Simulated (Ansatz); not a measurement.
```yaml
crystal:
  periodic: [false, false, false]
  atoms:
    - {symbol: V, position_ang: [0.000000, 0.000000, 0.000000]}
    - {symbol: B, position_ang: [0.000000, 0.000000, 2.290000]}
basis:
  gaussian: {orbitals: def2-TZVP}
hamiltonian: {xc: pbe0}
relax: {f_tol: 0.004, max_steps: 80}
```

```sh
$ ansatz run in.yaml --threads 1 --pin off --events-out ev --progress --plain --max-ram 2176MiB
```

Steps of the relaxation (energy above the last step; positions in Å, forces in eV/Å):

```
2
step 1, 886.5 meV
V     0.000    0.000    0.000    0.000    0.000    1.644
B     0.000    0.000    2.290    0.000    0.000   -1.644
```

```
2
step 2, 539.8 meV
V     0.000    0.000    0.139    0.000    0.000    0.751
B     0.000    0.000    2.151    0.000    0.000   -0.751
```

```
2
step 3, 441.7 meV
V     0.000    0.000    0.210    0.000    0.000    0.992
B     0.000    0.000    2.080    0.000    0.000   -0.992
```

```
2
step 10, 0.0 meV
V     0.000    0.000    0.338    0.000    0.000   -0.001
B     0.000    0.000    1.952    0.000    0.000    0.001
```

Close pairs at the end: V1–B2 1.614 Å.

A stationary point of restricted PBE0 after 10 steps (its stability towards spin polarisation wasn't tested). 27 s on 1 thread of Intel Xeon 6975P-C, shared host.
